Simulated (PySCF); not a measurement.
CH5NSi.
Structure used (PBE0-D3(BJ)/def2-SVP), in Å, numbered top down from 1:
```
atom  x, y, z in Å
N1     1.4843   -0.2597   -0.7444
C2     0.6711    0.0569    0.1825
Si3   -1.1929   -0.1813   -0.0727
H4     2.4542   -0.0746   -0.4580
H5     1.0107    0.4744    1.1559
H6    -1.7182   -1.1022    0.9832
H7    -1.8830    1.1365    0.0887
H8    -1.4545   -0.7419   -1.4270
```

Theory: MP2 and CCSD/aug-cc-pVDZ in PySCF, restricted Hartree–Fock reference, 7 core orbitals frozen, non-relativistic, gas phase, PBE0-D3(BJ)/def2-SVP geometry.

E(HF) = -384.13685 Eh.

(1) How large is the problem?

(2) What are the MP2 and CCSD correlation energies?

(3) What is the T1 diagnostic?

(4) How does correlation change the dipole moment?

Answers

(1) 118 basis functions and 32 electrons; 7 orbitals frozen, which leaves o = 9 correlated occupied and v = 102 virtual orbitals. That is o·v = 918 singles and o·v(o·v + 1)/2 = 421821 distinct closed-shell doubles amplitudes before symmetry; the costliest CCSD step grows as o²v⁴ = 8.8 × 10^9.

(2) MP2 -0.4189 Eh and CCSD -0.4607 Eh, which gives totals of -384.55578 and -384.59756 Eh. That is 0.696 eV for each correlated electron at CCSD (1210 kJ/mol in all, 0.120 % of the total energy); MP2 gives 90.9 % of the CCSD value.

(3) 0.0130, below the customary warning level of 0.02. It is the norm of the spatial-orbital singles amplitudes over the root of the number of correlated electrons, so the norm is 0.055.

(4) HF gives 1.95 D and CCSD (unrelaxed density) 1.79 D, a change of -0.16 D.

Connected triples and the basis-set limit are missing.

The job also held the EOM ionisation and excitation roots. Time: 3.9 min of wall time. Hardware: one thread of an x86-64 server (shared host).
